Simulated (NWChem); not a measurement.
Species: carbon disulfide (CS₂); SMILES C(=S)=S

Results from NWChem. Medium grid unless said otherwise, to which SCAN and Minnesota functionals are sensitive. Coordinates come from a PBE0/def2-SVP optimisation. Hybrids' shares of exact exchange are those that their runs print; pure functionals count as 0. The functionals differ in more than this share.

```csv
row,share of exact exchange,highest occupied level (eV)
"LDA (Slater exchange, VWN5)/def2-TZVPD",0.00,-6.94
PBE/def2-TZVPD,0.00,-6.81
B3LYP/def2-TZVPD,0.20,-7.62
PBE0/def2-TZVPD,0.25,-7.86
M06-2X/def2-TZVPD,0.54,withheld
Hartree-Fock/def2-TZVPD,1.00,-10.14
```

Question: Fit a straight line of the last column on the one before it, predict the withheld value, and compare with the run.

Answer: 
1. Means of the 5 shown rows: x = 0.290, y = -7.874. Slope Σ(x − x̄)(y − ȳ)/Σ(x − x̄)² = -2.212/0.6820 = -3.243; intercept -6.934.
2. The shown rows scatter about the line by 0.079 (root mean square); the largest residual is +0.12, at PBE/def2-TZVPD.
3. At x = 0.54 (M06-2X/def2-TZVPD; inside the shown range) the line gives -8.69.
4. The run gives -8.82, -0.13 from the line, 1.6 times the scatter.
